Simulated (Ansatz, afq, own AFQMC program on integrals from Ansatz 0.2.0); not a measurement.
Two steps: Ansatz 0.2.0 writes the Fock matrix and Cholesky factors of the valence space, and afq projects on them the lowest state that overlaps trial and start.

```yaml
crystal:
  periodic: [false, false, false]
  atoms:
    - {symbol: Ge, position_ang: [-0.477959, 0.000000, 0.000000]}
    - {symbol: H, position_ang: [-0.989409, 1.446599, 0.000001]}
    - {symbol: H, position_ang: [-0.989409, -0.723300, 1.252791]}
    - {symbol: H, position_ang: [-0.989409, -0.723299, -1.252792]}
    - {symbol: H, position_ang: [1.056391, 0.000000, 0.000000]}
    - {symbol: C, position_ang: [2.553041, 0.000000, 0.000000]}
    - {symbol: H, position_ang: [2.967509, 0.000000, 0.996161]}
    - {symbol: H, position_ang: [2.967509, 0.000000, -0.996161]}
basis:
  gaussian: {orbitals: cc-pVDZ}
magnetization: {spin_polarized: true, initial_magnetization: 2}
correlation: {method: ccsd_t, electrons: outside_noble_gas, hamiltonian_folder: ham}
```

```sh
$ ansatz run in.yaml --threads 1 --pin off --events-out ev --progress --plain --max-ram 16896MiB --backend cuda --devices 0, --max-vram 18GiB
```

Options of the walk:

```
--method phaseless --trial cisd --walkers 4000 --populations 20 --least-time 60 --time-step 0.005 --steps-per-block 50 --equilibration-blocks 28 --max-blocks 4000 --target-error 0.00022 --factor-cut 1e-05 --start spin_pure --seed 1476 --release-times 0.24,0.51,0.99,1.62,2.4 --release-step 0.03 --release-every 3 --taylor-order 6
```

Times are imaginary, in 1/Eh. The walk had a cap of 201 s. With eight or more populations the least sampling time is a fifth of least-time, and the error comes from their spread. Filled inner d shells are frozen with the cores.

Output of the walk:

```
orbitals 56  electrons 8 6  factors 459 of 716
reference energy -2116.53936977 Eh
CCSD correlation -0.27007556 Eh in 11 cycles, weight of the determinant in the CISD state 0.8724
energy of the start -2116.808262 Eh
 block  time / (1/Eh)  mean weight  energy / Eh
     1     0.250  0.9999  -2116.803771
     2     0.500  0.9996  -2116.805960
     3     0.750  0.9994  -2116.808375
     4     1.000  0.9996  -2116.810795
     5     1.250  0.9999  -2116.812215
     8     2.000  1.0002  -2116.814609
    11     2.750  1.0000  -2116.815723
    14     3.500  0.9999  -2116.815965
    17     4.250  1.0000  -2116.815456
    20     5.000  1.0000  -2116.815259
    23     5.750  0.9999  -2116.816944
    26     6.500  0.9997  -2116.816416
    29     7.250  1.0001  -2116.816547
    32     8.000  1.0000  -2116.815987
    35     8.750  1.0004  -2116.815341
    38     9.500  1.0002  -2116.815870
    41    10.250  0.9999  -2116.816653
    44    11.000  1.0004  -2116.817072
    47    11.750  0.9999  -2116.816598
    48    12.000  1.0001  -2116.817415
    50    12.500  1.0000  -2116.816577
    53    13.250  1.0000  -2116.816657
    56    14.000  0.9997  -2116.816487
    59    14.750  1.0000  -2116.816618
    62    15.500  0.9999  -2116.816293
    65    16.250  1.0003  -2116.816516
    68    17.000  1.0000  -2116.816199
    71    17.750  0.9998  -2116.816372
    74    18.500  1.0000  -2116.816357
    77    19.250  1.0002  -2116.816061
    78    19.500  1.0000  -2116.816279
error from the spread of 20 populations
released: time / (1/Eh)  energy / Eh  error  mean overlap
  0.24  -2116.816341  0.000091  1.0000
  0.51  -2116.816500  0.000087  0.9961
  0.99  -2116.816546  0.000079  0.9942
  1.62  -2116.816511  0.000111  0.9920
  2.40  -2116.816606  0.000115  0.9848
energy -2116.816344 +/- 0.000119 Eh
(rows thinned)
```

The run passed its tests (sampling time, drift between the halves within three errors, error under three times the target), which doesn't prove that it has relaxed, ending at its cap on processor time.

Against this walk (error 3.2 meV) on the same determinant: CCSD(T) 35.6 meV higher, CCSDT(Q) 1.5 meV lower (within the noise). The error is statistical and leaves out the bias of the constraint. Released to 2.40 1/Eh the energy moves by -7 ± 5 meV (both errors), within twice the noise.

Cautions: constraint bias not in the error; no relativity below Rb; no spin-orbit coupling; inner d shell frozen; lower spins were not checked.

The walk took 3.4 min on 1 × NVIDIA H100 80GB HBM3 with 2 threads of AMD EPYC 7R13 Processor (Zen 3), with other jobs on the host (the card was shared). The log's last line is the phaseless energy.

CCSDT and higher add their correlation energy to the determinant of the CCSD(T) run, since their own runs factorise the integrals more tightly (a shift of under 2 meV). A walk keeps the symmetry of its determinant, which the program's search chose and which needn't be the lowest solution, so a lower state of the same spin and another symmetry isn't excluded.
